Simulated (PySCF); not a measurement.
# Level sweep

Species: acrylic acid, C3H4O2.
SMILES with atom numbers: `[CH2:1]=[CH:2][C:3](=[O:4])[OH:5]` (hydrogens: H6, H7 on C1; H8 on C2; H9 on O5)

Geometry (PBE0-D3(BJ)/def2-SVP, Å), atoms numbered from 1 in this order:
```
atom  x, y, z in Å
C1    -1.485   -0.415   -0.368
C2    -0.401   -0.322    0.404
C3     0.818    0.356   -0.097
O4     0.943    0.863   -1.184
O5     1.800    0.346    0.815
H6    -2.395   -0.910   -0.023
H7    -1.471    0.013   -1.375
H8    -0.362   -0.732    1.416
H9     2.554    0.802    0.411
```

PySCF, dipoles from the SCF density, polarisabilities from static response with core orbitals frozen. Geometry: PBE0-D3(BJ)/def2-SVP, one conformer, isolated molecule.

The anisotropy is √(½[(α1 − α2)² + (α2 − α3)² + (α3 − α1)²]).

```tsv
level	μ (D)	α (au)	anisotropy (au)
LDA/def2-SVPD	1.565	47.33	28.86
PBE/def2-SVPD	1.546	47.12	29.06
B3LYP/def2-SVPD	1.616	45.76	27.58
PBE0/def2-SVPD	1.603	45.15	26.98
BHandHLYP/def2-SVPD	1.694	44.03	25.91
CAM-B3LYP/def2-SVPD	1.626	45.06	26.57
wB97X-D/def2-SVPD	1.617	45.12	26.07
LC-wPBE/def2-SVPD	1.583	44.02	25.44
HF/def2-SVPD	1.820	42.61	24.41
PBE0/6-31G*	1.393	35.22	32.58
PBE0/def2-SVP	1.404	36.39	30.49
PBE0/6-31+G*	1.530	42.23	27.86
PBE0/aug-cc-pVDZ	1.593	45.99	27.10
PBE0/def2-TZVP	1.542	42.39	28.58
PBE0/def2-TZVPD	1.592	46.08	27.18
```

The dipole runs from 1.39 D (PBE0/6-31G*) to 1.82 D (HF/def2-SVPD). No reference polarisability is at hand; against PBE0 in the largest diffuse basis at hand (def2-TZVPD) the other PBE0 rows deviate by 6-31G* -24%, def2-SVP -21%, 6-31+G* -8%, def2-SVPD -2%, aug-cc-pVDZ 0%, def2-TZVP -8%. In one basis (def2-SVPD) the functionals order the polarisability from HF (lowest) to LDA (highest), a spread of 11%. With PBE0 the polarisability is 38.00 au without diffuse functions (mean of 6-31G*, def2-SVP and def2-TZVP) and 44.86 au with them (mean of 6-31+G*, def2-SVPD, aug-cc-pVDZ and def2-TZVPD).
